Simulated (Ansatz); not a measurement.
# Cl2Co (CoCl2): the cost of one run

Computed with Ansatz 0.2.0, Gaussian basis. Level: the settings change from run to run.

## (1) The geometry

The geometry comes from an earlier relaxation with PBE0-D4 in a triple-zeta def2 set; it is a stationary point.

3 atoms, charge 0, spin multiplicity 4.

Atoms are counted from 1 here; the program's logs count them from 0.

Bond lengths: Co1–Cl2 2.089 Å, Co1–Cl3 2.089 Å. Angles: Cl2–Co1–Cl3 180.0°.

## (2) wB97X/6-31G*

This run has relativity set to none, high accuracy.

File in.yaml:

```yaml
crystal:
  periodic: [false, false, false]
  atoms:
    - {symbol: Co, position_ang: [0.000056, 0.000035, -0.000002]}
    - {symbol: Cl, position_ang: [-0.015993, -0.020064, 2.088686]}
    - {symbol: Cl, position_ang: [0.015928, 0.020030, -2.088693]}
basis:
  gaussian: {orbitals: "6-31G*"}
magnetization: {spin_polarized: true, initial_magnetization: 3}
hamiltonian: {xc: {name: wB97X}, pseudopotentials: {relativity: none}}
accuracy: high
output: {forces: true}
```

Started as:

```
ansatz run in.yaml --threads 2 --pin off --events-out ev --progress --plain --max-ram 4352MiB
```

What time and memory should one allow on 2 threads of Intel Xeon Platinum 8559C, shared host?

About 78 s, with a peak of 0.85 GiB.
